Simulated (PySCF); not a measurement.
Excitations are Tamm–Dancoff values on a coarser integration grid.

Species: C₃H₄, SMILES `C=C=C` (charge 0, multiplicity 1).

What is the computed T1 excitation (TDA), dipole moment, S1–T1 gap (TDA), HOMO–LUMO gap and S1 excitation (TDA) (PBE0-D4/def2-TZVPD (PySCF))?


* **T1 excitation (TDA)**: 4.59 eV
* **dipole moment**: 0.000 e·Å
* **S1–T1 gap (TDA)**: 1.38 eV
* **HOMO–LUMO gap**: 7.99 eV
* **S1 excitation (TDA)**: 5.97 eV
